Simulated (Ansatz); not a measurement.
# C2H3O (doublet): wB97M-V, B2PLYP, RPA-PBE over a series of basis sets

One table from this session's results is given with a row withheld; the runs are named, their logs left out.

Program: Ansatz 0.2.0, Gaussian basis. Level of theory: all electrons in the functionals, frozen cores in the correlation of double hybrids and RPA. These are calculated values, not measurements.

To be run: wB97M-V, B2PLYP, RPA-PBE, at STO-3G; 6-31G; 6-31G*; cc-pVDZ; cc-pVTZ; cc-pVQZ.

14 further runs of the same task are left out: 1 that didn't finish, 13 set aside as unsound or not needed.

## The geometry

The geometry is an MP2(full)/6-31G* stationary point (not a proven minimum).

6 atoms, charge 0, spin multiplicity 2.

Atoms are counted from 1 here; the program's logs count them from 0.

Bond lengths: C1–C2 1.513 Å, C1–H3 1.093 Å, C1–H4 1.092 Å, C1–H5 1.092 Å, C2–O6 1.196 Å. Angles: C2–C1–H3 111.1°, C2–C1–H4 108.6°, C2–C1–H5 108.6°, H3–C1–H4 110.4°, H3–C1–H5 110.4°, H4–C1–H5 107.6°, C1–C2–O6 127.5°.

No dispersion term is added; wB97M-V holds VV10 nonlocal correlation.

The first run:

File in.yaml:

```yaml
crystal:
  periodic: [false, false, false]
  atoms:
    - {symbol: C, position_ang: [-1.063094, -0.710792, 0.000000]}
    - {symbol: C, position_ang: [-0.084803, 0.443305, 0.000000]}
    - {symbol: H, position_ang: [-0.540354, -1.670815, 0.000000]}
    - {symbol: H, position_ang: [-1.702429, -0.626249, 0.881061]}
    - {symbol: H, position_ang: [-1.702429, -0.626249, -0.881061]}
    - {symbol: O, position_ang: [1.110266, 0.384967, 0.000000]}
basis:
  gaussian: {orbitals: STO-3G}
magnetization: {spin_polarized: true, initial_magnetization: 1}
hamiltonian: {xc: {name: wB97M-V}}
output: {orbitals: {seedname: orbitals}}
```

The run is started by

```
$ ansatz run in.yaml --threads 1 --pin off --events-out ev --progress --plain --max-ram 4096MiB --backend cpu
```

Steps of the session up to this table: wB97M-V, STO-3G; wB97M-V, 6-31G; wB97M-V, 6-31G*; wB97M-V, cc-pVDZ; wB97M-V, cc-pVTZ; wB97M-V, cc-pVQZ; B2PLYP, STO-3G; B2PLYP, 6-31G; B2PLYP, 6-31G*; B2PLYP, cc-pVDZ; B2PLYP, cc-pVTZ; B2PLYP, cc-pVQZ; RPA-PBE, STO-3G; RPA-PBE, 6-31G; RPA-PBE, 6-31G*; RPA-PBE, cc-pVDZ; RPA-PBE, cc-pVTZ; RPA-PBE, cc-pVQZ.

One of the session's tables, all rows but one given; the rest of the session is left out.

It belongs to the step «The comparison». Atomisation energies, with free atoms from separate runs at the same level and basis (kJ/mol); wave-function rows come from earlier runs:

```
   level   6-31G  cc-pVDZ  cc-pVTZ  cc-pVQZ
 wB97M-V  2331.3   2423.7   2439.0   2442.1
  B2PLYP  2229.4   2360.5   2422.2   2436.9
 RPA-PBE  1918.3   2155.9   2258.6   2289.2
    ROHF  1554.1   1718.6   1760.2   1766.7
     UHF  1552.4   1697.2   1731.8   1736.7
RCCSD(T)       ?        ?        ?        ?
UCCSD(T)  2045.6   2249.3   2365.2   2402.2
```

**Question.** Estimate the row for RCCSD(T).

The run gave: 6-31G: 2046.1; cc-pVDZ: 2249.8; cc-pVTZ: 2366.0; cc-pVQZ: 2403.0. In the column «6-31G» it lies between UCCSD(T) (2045.6) and B2PLYP (2229.4).

Limits of these values: Core correlation, relativity and spin-orbit terms are not in the calculated values. Restricted and unrestricted rows rest on different reference determinants; where their highest levels disagree by more than a few hundredths of an eV, they describe different states and don't form one ladder.
